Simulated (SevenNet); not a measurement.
# hcp Tl

Method: the machine-learned potential SevenNet-l3i5 (trained on PBE and PBE+U data).

Cell: relaxed at this level.

* **equilibrium lattice constant a**: 3.541 Å
* **lattice parameter c**: 5.755 Å
* **volume per atom**: 31.25 Å³/atom

Measured, for comparison: lattice constant a 3.457 Å, lattice parameter c 5.525 Å (293 K, not corrected to a static lattice; as tabulated in Wikipedia's data pages). Computed (rounded) less measured: lattice constant a +2.4 %, lattice parameter c +4.2 %.

A machine-learned potential is trained on density-functional data: it inherits that level's misses and adds fitting errors of its own.

Note: this model's volume lies 9 % above that of the starting cell (a measured, published or database cell).
